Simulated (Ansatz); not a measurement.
**MgH, doublet: the ladder up to full CI**

Geometry: a point of a stretch scan, not a stationary point.

```xyz
2

Mg    0.0000    0.0000    0.0000
H     0.0000    0.0000    2.8590
```

Basis cc-pVQZ; Ansatz 0.2.0. Correlated methods freeze the noble-gas cores, which leaves 3 electrons in 84 orbitals. Prefix R: restricted or restricted open-shell reference; prefix U: unrestricted. Active spaces: valence = (3e, 5o) chosen from the atoms' valence shells. The metal's outer-core shells are frozen, which leaves out core–valence correlation.

Full CI is exact within this basis and frozen core; it isn't the basis-set limit. The frozen core follows each run's orbitals, which can shift R against U totals by a few meV.

Unrestricted rows (U) aren't spin-pure: their determinants' ⟨S²⟩ exceeds S(S+1) by up to 0.17, so they mix in states of higher spin.

The UHF ⟨S²⟩ is 0.918 and the T1 diagnostic (RCCSD) is 0.1044. The largest doubles amplitude (RCCSD) is 0.097. The T1 diagnostic (UCCSD) is 0.0631.

| level | E − E(RHF) (eV) |
| --- | --- |
| UHF | -0.1510 |
| RMP2 | -0.7671 |
| UMP2 | -0.7720 |
| RCCSD | -1.1592 |
| UCCSD | -1.1681 |
| RCCSD(T) | -1.1735 |
| UCCSD(T) | -1.1768 |

(1) Estimate how far full CI in cc-pVQZ lies from RCCSD(T). The table doesn't fix it; the size of (T) and the diagnostics are the guide.

(1) Full CI in cc-pVQZ lies 0.30 mEh below RCCSD(T), which is 57 % of the (T) step (-0.52 mEh). T1 is very large, and the rest is a large part of (T).

The other levels:

```
                   level  E − E(full CI) (mEh)  share of correlation (%)  wall time
                 BCCD(T)                  0.26                     99.40      3.8 s
                  RCCSDT                  0.00                    100.00       38 s
                  UCCSDT                 -0.02                    100.04       38 s
  CASSCF (valence space)                  9.42                     78.31          –
  NEVPT2 (valence space)                  3.58                     91.75        2 s
  MRCISD (valence space)                  1.19                     97.26          –
MRCISD+Q (valence space)                  1.11                     97.44        3 s
```

The correlation energy at full CI, counted from RHF, is -1.182 eV. That run took 6 s on 1 thread of AMD EPYC 7B13, shared host over 76,124 determinants.

Times hold each run's SCF and search for its determinant on a shared host, so for small cases they say little of a method's own cost; they ran on 1 thread of AMD EPYC 7B13. Some runs computed forces too.

The full-CI state has the irrep A1 of C2v, in the program's axes (one component, if the state is degenerate).

Natural occupations of full CI about the gap: 1.855 0.989 0.071 0.034 0.034 0.005 0.003 0.002 0.002 0.002; effectively unpaired electrons, Σ n²(2−n)², 1.10.
